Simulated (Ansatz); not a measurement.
# CHBSi (triplet): from Hartree-Fock to the top rungs, def2-QZVPP

An exercise on one series of results from a longer session: the logs are not shown, and one member is left open.

Method: def2-QZVPP, core rule «outside noble gas», up to 7 orbitals frozen; program: Ansatz 0.2.0, Gaussian basis.

Plan: UHF; ROHF; CCSD(T) on UHF.

2 further runs of the same task are left out: 2 set aside as unsound or not needed.

### What is computed

The geometry is a PBE0/def2-TZVP stationary point (not a proven minimum).

4 atoms, charge 0, spin multiplicity 3.

Atoms are counted from 1 here; the program's logs count them from 0.

Bond lengths: B1–Si2 2.104 Å, B1–C3 1.413 Å, Si2–C3 1.748 Å, Si2–H4 1.507 Å. Angles: Si2–B1–C3 55.5°, B1–Si2–C3 41.8°, B1–Si2–H4 159.6°, C3–Si2–H4 117.8°, B1–C3–Si2 82.7°.

Geometry (Å):

```tsv
atom	x (Å)	y (Å)	z (Å)
B1	0.0000	-0.5421	1.3116
Si2	0.0000	-0.1375	-0.7527
C3	0.0000	0.7549	0.7505
H4	0.0000	0.6499	-2.0374
```

Set-up of the first run:

The input, in.yaml:

```yaml
crystal:
  periodic: [false, false, false]
  atoms:
    - {symbol: B, position_ang: [0.000000, -0.542119, 1.311636]}
    - {symbol: Si, position_ang: [0.000000, -0.137461, -0.752718]}
    - {symbol: C, position_ang: [0.000000, 0.754866, 0.750494]}
    - {symbol: H, position_ang: [0.000000, 0.649881, -2.037416]}
basis:
  gaussian: {orbitals: "def2-QZVPP.json"}
magnetization: {spin_polarized: true, initial_magnetization: 2}
hamiltonian: {xc: hf}
output: {orbitals: {seedname: orbitals}}
```

The run is started by

```bash
ansatz run in.yaml --threads 1 --pin off --events-out ev --progress --plain --max-ram 2393MiB
```

Steps of the session up to this table: UHF; ROHF; CCSD(T) on UHF.

One table of the session follows, with a row left open; its other results are not shown here.

```
  method  from UCCSD(T) (meV)
    ROHF             +10609.4
     UHF             +10160.8
    UMP2              +1343.5
   UCCSD                    ?
UCCSD(T)                    0
```

Q: Estimate the row for UCCSD from the others.

The run gave: from UCCSD(T) (meV): +667.3. In the column «from UCCSD(T) (meV)» it lies between UCCSD(T) (0) and UMP2 (+1343.5).
